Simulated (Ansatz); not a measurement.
A calculation on hcp Ru returned lattice constant a 2.699 Å, lattice parameter c 4.261 Å.

For reference: lattice constant a 2.706 Å (measured, 293 K, not corrected to a static lattice, our sources range from 2.700 to 2.706; as tabulated in Wikipedia's data pages); lattice parameter c 4.282 Å (measured, 293 K, no zero-point or thermal correction; as tabulated in Wikipedia's data pages).

Question: Which level of theory produced these numbers?
A) rVV10 (Ansatz (a program for electronic structure))
B) LC-ωPBE (Ansatz)
C) PBE-D3(BJ) (Ansatz)
D) PBEsol-D3(BJ) (Ansatz)

Answer: C, PBE-D3(BJ) (Ansatz)

The others give: PBEsol-D3(BJ) 2.672 Å, 4.220 Å; rVV10 2.745 Å, 4.332 Å; LC-ωPBE 2.653 Å, 4.189 Å.

Unless a cell is named, each level is at its own relaxed cell (LC-ωPBE 12.77, PBE-D3(BJ) 13.44, PBEsol-D3(BJ) 13.04, rVV10 14.13 Å³/atom).

Ansatz's density-functional and Hartree–Fock values are scalar-relativistic unless marked +SOC, with PAW data made under PBE.
